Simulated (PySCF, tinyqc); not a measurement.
CCSD on RHF in the sto-3g basis, for LiH, spin multiplicity 1, step by step. The lowest restricted solution is unstable here: a spin-polarised one lies 0.0032 hartree lower (PySCF). One step of it, computed by the program tinyqc.

Question. CCSD: starting amplitudes. t_ij^ab = <ij||ab> / (e_i + e_j - e_a - e_b), whose energy is MP2.

orbital energies (hartree): MO1 -2.366656, MO2 -0.236133, MO3 0.070769, MO4 0.160464, MO5 0.160464, MO6 0.389908

Two-electron integrals over orbitals (pq|rs), unique and non-zero (hartree):
```
(11|11) 1.659293    (21|11) -0.098295   (21|21) 0.010087    (22|11) 0.312988
(22|21) 0.002688    (22|22) 0.449709    (31|11) -0.141823   (31|21) 0.010617
(31|22) -0.011115   (31|31) 0.022033    (32|11) 0.028594    (32|21) -0.002554
(32|22) -0.060126   (32|31) -0.000232   (32|32) 0.022014    (33|11) 0.390808
(33|21) -0.008796   (33|22) 0.212923    (33|31) 0.000875    (33|32) 0.014788
(33|33) 0.327957    (41|41) 0.009806    (42|41) 0.007265    (42|42) 0.021164
(43|41) 0.010387    (43|42) 0.020387    (43|43) 0.041382    (44|11) 0.396342
(44|21) -0.003587   (44|22) 0.244146    (44|31) -0.005067   (44|32) 0.014047
(44|33) 0.279459    (44|44) 0.312946    (51|51) 0.009806    (52|51) 0.007265
(52|52) 0.021164    (53|51) 0.010387    (53|52) 0.020387    (53|53) 0.041382
(54|54) 0.016869    (55|11) 0.396342    (55|21) -0.003587   (55|22) 0.244146
(55|31) -0.005067   (55|32) 0.014047    (55|33) 0.279459    (55|44) 0.279207
(55|55) 0.312946    (61|11) 0.068545    (61|21) -0.009134   (61|22) -0.007373
(61|31) -0.004454   (61|32) 0.002758    (61|33) 0.011739    (61|44) 0.001587
(61|55) 0.001587    (61|61) 0.010783    (62|11) -0.080362   (62|21) 0.001473
(62|22) 0.107580    (62|31) 0.004187    (62|32) -0.045057   (62|33) -0.018499
(62|44) -0.037502   (62|55) -0.037502   (62|61) 0.000992    (62|62) 0.130858
(63|11) 0.023759    (63|21) -0.002232   (63|22) -0.058393   (63|31) 0.003972
(63|32) 0.018009    (63|33) 0.036751    (63|44) 0.008337    (63|55) 0.008337
(63|61) 0.004488    (63|62) -0.039761   (63|63) 0.031645    (64|41) -0.005814
(64|42) -0.018365   (64|43) -0.011849   (64|64) 0.019164    (65|51) -0.005814
(65|52) -0.018365   (65|53) -0.011849   (65|65) 0.019164    (66|11) 0.351745
(66|21) 0.000756    (66|22) 0.421313    (66|31) -0.010666   (66|32) -0.049434
(66|33) 0.238709    (66|44) 0.258020    (66|55) 0.258020    (66|61) -0.005147
(66|62) 0.096863    (66|63) -0.046643   (66|66) 0.416800
```

Give: Starting amplitudes; correlation energy.

Answer.

Starting amplitudes (spin orbitals 1a, 1b, ...; amplitudes related by a flip of all spins are not repeated):
```
from      to          t
2a 2b  6a 6b    -0.1045
2a 2b  3a 6b     0.0483
2a 2b  3a 3b    -0.0359
2a 2b  4a 4b    -0.0267
2a 2b  5a 5b    -0.0267
1a 1b  3a 3b    -0.0045
1a 2b  5a 5b    -0.0025
1a 2b  4a 4b    -0.0025
1a 1b  6a 6b    -0.0020
1a 1b  5a 5b    -0.0019
1a 1b  4a 4b    -0.0019
1a 2b  3a 6b    -0.0014
1a 2b  3b 6a     0.0009
1a 1b  3a 6b     0.0009
1a 2a  3a 6a  -4.67e-04
1a 2b  6a 6b  -2.93e-04
1a 2b  3a 3b   8.45e-05
```

correlation energy = -0.020204 hartree
